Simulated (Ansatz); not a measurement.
# BClH2: the cost of one run

Program: Ansatz 0.2.0. Level of theory: RHF/cc-pVDZ. These are calculated values, not measurements.

## (1) The structure to begin with

Bond lengths: B1–Cl2 2.060 Å, B1–H4 1.190 Å. Angles: Cl2–B1–H4 155.3°.

Structure file:

```xyz
4

B     0.0000    0.0000    0.0000
Cl    1.1911    0.0000    1.6808
H     1.3757    0.0000   -0.1988
H    -1.0305    0.0000   -0.5950
```

## (2) A restrained relaxation towards end A

Springs on the bonds that form and break draw the guess towards this end; the thresholds are loose.

Contents of input.yaml:

```yaml
crystal:
  periodic: [false, false, false]
  atoms:
    - { symbol: B, position_ang: [0.0, 0.0, 0.0] }
    - { symbol: Cl, position_ang: [1.1911, 0.0, 1.6808] }
    - { symbol: H, position_ang: [1.3757, 0.0, -0.1988] }
    - { symbol: H, position_ang: [-1.0305, 0.0, -0.595] }
basis:
  gaussian: { orbitals: cc-pVDZ }
hamiltonian:
  xc: hf
relax:
  f_tol: 0.15
  max_steps: 25
  restrain:
    - { distance: [1, 2], at: 2.57, k: 30.0 }
    - { distance: [0, 1], at: 1.86, k: 30.0 }
    - { distance: [0, 2], at: 1.19, k: 30.0 }
```

Started as:

```bash
ansatz run input.yaml --threads 1 --pin off --max-ram 2048MiB --backend cpu --events-out ev --progress --plain --runs-dir out
```

**Question.** How long does this run take on 1 thread of Arm Neoverse V2, shared host, and how much memory does it need?

About 2.5 s, with a peak of 0.09 GiB.
